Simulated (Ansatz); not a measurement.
Computed with frozen-core CCSD(T)/cc-pVQZ // B3LYP-D3(BJ)/def2-TZVP (Ansatz, a program for electronic structure).

Ansatz 0.2 input:
```yaml
crystal:
  periodic: [false, false, false]
  atoms:
    - { symbol: C, position_ang: [0.0, 0.0, 0.0] }
    - { symbol: H, position_ang: [0.004211, 1.017597, -0.388352] }
    - { symbol: H, position_ang: [0.918097, -0.505537, -0.296432] }
    - { symbol: H, position_ang: [-0.065211, 0.026468, 1.086916] }
    - { symbol: H, position_ang: [-0.857097, -0.538529, -0.402133] }
basis:
  gaussian: { orbitals: cc-pVQZ }
correlation:
  method: ccsd_t
```

Output:

```
Functional definition: HF
988 factors; integrals over basis functions are off by at most 7.0e-4 eV
mean field evaluation 1: about -1093.0709 eV, gradient 2.3e1 eV
mean field evaluation 2: about -1093.0715 eV, gradient 2.3e1 eV
mean field evaluation 4: about -1094.3249 eV, gradient 1.5e0 eV
mean field evaluation 8: about -1094.3371 eV, gradient 2.1e-4 eV
mean field evaluation 16: about -1094.3368 eV, gradient 2.1e-1 eV
mean field -1094.33706613 eV, -40.2161454118 hartree, gradient 8.3e-7 eV, S^2 0.000000; 0 other end points of the search recorded, 0 dependent functions left out
1 core orbitals not correlated
reference -1094.33706613 eV, -40.2161454118 hartree; 4, 4 occupied and 170, 170 virtual orbitals, 988 factors
second order -5.71698390 eV of doubles, -0.00000000 eV of singles
cycle   1  -6.03188246 eV  change   -3.1e-1 eV  update   4.3e-2
cycle   2  -6.18087204 eV  change   -1.5e-1 eV  update   1.3e-2
cycle   3  -6.19948057 eV  change   -1.9e-2 eV  update   4.0e-3
cycle   4  -6.19887027 eV  change    6.1e-4 eV  update   8.4e-4
cycle   5  -6.19909890 eV  change   -2.3e-4 eV  update   1.7e-4
cycle   6  -6.19905818 eV  change    4.1e-5 eV  update   4.1e-5
cycle   7  -6.19907179 eV  change   -1.4e-5 eV  update   8.2e-6
cycle   8  -6.19907494 eV  change   -3.2e-6 eV  update   1.5e-6
perturbative correction -0.18849538 eV, -0.0069270775 hartree
Total energy: -1100.72463644 eV, -40.4508842914 hartree
```

Cost: very roughly 16 core-seconds.
